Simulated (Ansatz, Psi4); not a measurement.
**HBS (hydrogen boron sulfide): a line through the functionals**

The species is HBS (3 atoms), meant as a singlet with charge 0. As SMILES, `B=S`. Geometry: relaxed at PBE0-D4/def2-TZVP.

The HOMO–LUMO gap y, in eV, basis def2-TZVPPD; a is the functional's share of exact exchange. Programs: Ansatz 0.2.0, Psi4 1.11.

| functional | program | a | y (eV) |
| --- | --- | --- | --- |
| r2SCAN | Psi4 | 0 | 5.78 |
| BLYP | Psi4 | 0 | 5.20 |
| TPSSh | Psi4 | 0.1 | 6.28 |
| B3LYP | Psi4 | 0.2 | 6.82 |
| PBE0 | Psi4 | 0.25 | ? |
| r2SCAN0 | Ansatz | 0.25 | 7.63 |
| BHLYP | Psi4 | 0.5 | 9.18 |

Task: Fit y = c + s·a to the known rows and predict PBE0.

Result: 
1. Means of the 6 rows: a = 0.1750, y = 6.815.
2. Σ(Δa)² = 0.17875, Σ(Δa·Δy) = 1.3337, so the slope is 1.3337/0.17875 = 7.4613.
3. Intercept: 6.815 − (7.4613) × 0.1750 = 5.509. The largest residual of the fit is 0.31.
4. PBE0: 5.509 + (7.4613) × 0.25 = 7.37 eV.

The run gave 7.29 eV, so the prediction is off by +0.08 eV, within the largest residual. Exact exchange lowers occupied levels and raises empty ones. The rows mix families of semi-local functionals, which the line can't see.
